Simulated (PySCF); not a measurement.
Highest orbital energy against ionisation energy along the second row

Calculated with PySCF 2.14, no spin-orbit coupling. Each cell gives −ε(HOMO) / ΔSCF in eV; NIST values include spin-orbit coupling, (s) semi-empirical, (t) theoretical.

```
                                                                                 species              UHF              LDA              PBE             PBE0           r2SCAN  NIST (lowest levels)
Be (aug-cc-pCVTZ-DK with one added diffuse shell each of s, p, d, f type, spin-free X2C)    8.417 / 8.044    5.599 / 9.027    5.610 / 9.001    6.494 / 8.975    5.743 / 8.793                 9.323
 B (aug-cc-pCVTZ-DK with one added diffuse shell each of s, p, d, f type, spin-free X2C)    8.664 / 8.033    4.108 / 8.637    4.165 / 8.667    5.368 / 8.640    4.579 / 8.758                 8.298
 C (aug-cc-pCVTZ-DK with one added diffuse shell each of s, p, d, f type, spin-free X2C)  11.937 / 10.792   6.124 / 11.684   6.093 / 11.536   7.645 / 11.508   6.568 / 11.663                11.260
 N (aug-cc-pCVTZ-DK with one added diffuse shell each of s, p, d, f type, spin-free X2C)  15.525 / 13.887   8.401 / 15.001   8.297 / 14.726  10.209 / 14.697   8.891 / 14.801                14.534
 O (aug-cc-pCVTZ-DK with one added diffuse shell each of s, p, d, f type, spin-free X2C)  14.190 / 12.020   7.447 / 13.999   7.592 / 14.058   9.477 / 13.844   7.919 / 13.713                13.618
 F (aug-cc-pCVTZ-DK with one added diffuse shell each of s, p, d, f type, spin-free X2C)  18.499 / 15.654  10.369 / 17.960  10.302 / 17.656  12.564 / 17.446  10.795 / 17.548                17.423
Ne (aug-cc-pCVTZ-DK with one added diffuse shell each of s, p, d, f type, spin-free X2C)  23.144 / 19.665  13.561 / 22.194  13.345 / 21.661  15.996 / 21.452  13.991 / 21.493                21.565
```

How far is −ε(HOMO) from ΔSCF on average for each method, and why?

UHF 1.75 eV; LDA -6.13 eV; PBE -5.99 eV; PBE0 -4.12 eV; r2SCAN -5.47 eV. Hartree-Fock orbital energies lack relaxation and so exceed the ΔSCF value; semilocal functionals have convex E(N) from self-interaction, so their HOMO lies far too high; exact exchange moves hybrids part of the way back.
